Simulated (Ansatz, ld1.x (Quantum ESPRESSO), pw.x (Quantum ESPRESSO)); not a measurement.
**What a changed setting does to a pw.x run (fcc H)**

Potential: norm-conserving Troullier–Martins (Kleinman–Bylander form), ld1.x (Quantum ESPRESSO) 7.5, PBEsol; core none, reference 1s1; waves: 1s (bound): rc 1.55 bohr; 2p channel at 0.5 Ry: rc 1.50 bohr; local part: all-electron potential smoothed inside 1.15 bohr (lloc = -1); core correction: none.

The reference run (k-mesh 18³, cutoffs 35/140 Ry, Fermi–Dirac 0.01 Ry, mixing_beta 0.4, conv_thr 1e-9, no spin) gives -0.25 GPa at 2.917 Å³/atom, where all-electron LAPW gives -0.10 GPa. This run, with its own iteration cap, changes conv_thr to 1e-18, a wrong or extreme entry chosen on purpose.

```
&control
  calculation='scf', prefix='x', pseudo_dir='./', outdir='./tmp', tstress=.true., disk_io='none'
/
&system
  ibrav=0, nat=1, ntyp=1, ecutwfc=35, ecutrho=140, nbnd=7,
  occupations='smearing', smearing='fd', degauss=0.01
/
&electrons
  conv_thr=1e-18, mixing_beta=0.4, electron_maxstep=70
/
ATOMIC_SPECIES
H 1.0 H.UPF
CELL_PARAMETERS angstrom
  0.00000000 1.13405855 1.13405855
  1.13405855 0.00000000 1.13405855
  1.13405855 1.13405855 0.00000000
ATOMIC_POSITIONS crystal
H 0.0000 0.0000 0.0000
K_POINTS automatic
18 18 18 0 0 0
```

```bash
pw.x < H.scf.in > H.scf.out
```

Task: How does the run end?

Result: It converges in 8 iterations; the free energy moves by +0.0 meV/atom and the pressure by +0.00 GPa. The result is that of the reference run.

```
Message from routine setup:
     using ibrav=0 with symmetry is DISCOURAGED, use correct ibrav instead
     lattice parameter (alat)  =       3.0307  a.u.
     unit-cell volume          =      19.6849 (a.u.)^3
     number of electrons       =         1.00
     number of Kohn-Sham states=            7
     kinetic-energy cutoff     =      35.0000  Ry
     charge density cutoff     =     140.0000  Ry
     scf convergence threshold =      1.0E-18
     Exchange-correlation= PBESOL
     number of k points=   195  Fermi-Dirac smearing, width (Ry)=  0.0100
     iteration #  1     ecut=    35.00 Ry     beta= 0.40
     total energy              =      -1.06924632 Ry
     estimated scf accuracy    <       0.00000664 Ry
     iteration #  2     ecut=    35.00 Ry     beta= 0.40
     total energy              =      -1.06924862 Ry
     estimated scf accuracy    <       0.00000244 Ry
     iteration #  3     ecut=    35.00 Ry     beta= 0.40
     total energy              =      -1.06924867 Ry
     estimated scf accuracy    <          5.6E-10 Ry
     iteration #  4     ecut=    35.00 Ry     beta= 0.40
     total energy              =      -1.06924867 Ry
     estimated scf accuracy    <          1.2E-11 Ry
     iteration #  5     ecut=    35.00 Ry     beta= 0.40
     total energy              =      -1.06924867 Ry
     estimated scf accuracy    <          1.7E-14 Ry
     iteration #  6     ecut=    35.00 Ry     beta= 0.40
     total energy              =      -1.06924867 Ry
     estimated scf accuracy    <          1.3E-15 Ry
     iteration #  7     ecut=    35.00 Ry     beta= 0.40
     total energy              =      -1.06924867 Ry
     estimated scf accuracy    <          4.4E-17 Ry
     iteration #  8     ecut=    35.00 Ry     beta= 0.40
     the Fermi energy is     4.0434 ev
!    total energy              =      -1.06924867 Ry
     estimated scf accuracy    <          2.2E-20 Ry
     smearing contrib. (-TS)   =      -0.00044552 Ry
     The total energy is F=E-TS. E is the sum of the following terms:
     one-electron contribution =       0.64754580 Ry
     hartree contribution      =       0.01517437 Ry
     xc contribution           =      -0.66182340 Ry
     ewald contribution        =      -1.06969991 Ry
     convergence has been achieved in   8 iterations
          total   stress  (Ry/bohr**3)                   (kbar)     P=       -2.54
     Message from routine punch:
     Nothing written, as per user request (disk_io='none')
```

The run took about 1.2 s on one core of a shared host (Neoverse-V1, 32 threads, 247 GiB, load 8).
